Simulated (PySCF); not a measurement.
CH3ClO3

CH3ClO3 is a small molecule, neutral, singlet. The structure, one conformer, was relaxed in the gas phase by PBE0-D3(BJ)/def2-SVP. No frequency run checks that it is a minimum.

SMILES: OC(O)(O)Cl

```csv
atom,x (Å),y (Å),z (Å)
C1,-0.161,-0.002,-0.016
O2,-0.183,0.586,-1.238
O3,-0.279,-1.334,-0.242
O4,0.952,0.328,0.727
Cl5,-1.553,0.602,1.016
H6,-0.135,1.540,-1.100
H7,-0.306,-1.772,0.618
H8,1.711,0.021,0.211
```

Shieldings: GIAO PBE0/pcSseg-2. Shifts are against computed references at the same level: C TMS (σ 184.1 ppm), H TMS (σ 31.24 ppm). Core levels by delta-SCF with SCAN, pcX-2 on the ionised atom and pcseg-1 elsewhere, spin-free X2C (2p3/2 is the spin-free 2p value less a third of a first-order spin-orbit splitting); from the vacuum level, for chosen atoms.

**Question.** Give the NMR and core-level values of the distinct atoms.

**Answer.** 
| atoms | bonded to | σ (ppm) | δ (ppm) | core level (eV) |
| --- | --- | --- | --- | --- |
| C1 | 1 Cl + 3 O | 52.3 | 131.8 | 1s 297.23 |
| O2 O3 | 1 C + 1 H | 168.5 | - | 1s 540.19 |
| O4 | 1 C + 1 H | 165.0 | - | 1s 540.06 |
| Cl5 | 1 C | 545.7 | - | 2p3/2 205.98 |
| H6 H7 | 1 O | 28.26 | 2.99 | - |
| H8 | 1 O | 28.87 | 2.37 | - |

Values are those of this one static structure; atoms that internal rotation interchanges would show their mean in an NMR spectrum.

**Question.** By CAM-B3LYP/def2-SVPD (TDDFT singlets, Tamm-Dancoff triplets, ionisation by delta-SCF), where does absorption start, and what does vertical ionisation take?

**Answer.** The lowest singlet lies at 7.14 eV (f 0.003), the strongest of the first 6 at 8.55 eV (f 0.044), the lowest triplet at 6.44 eV; vertical ionisation takes 11.43 eV.

The 3 runs behind this took 2.9 min in all, one thread each of Arm Neoverse N1 on a shared host, launched as `OMP_NUM_THREADS=1 python cluster_run.py task.json out`.
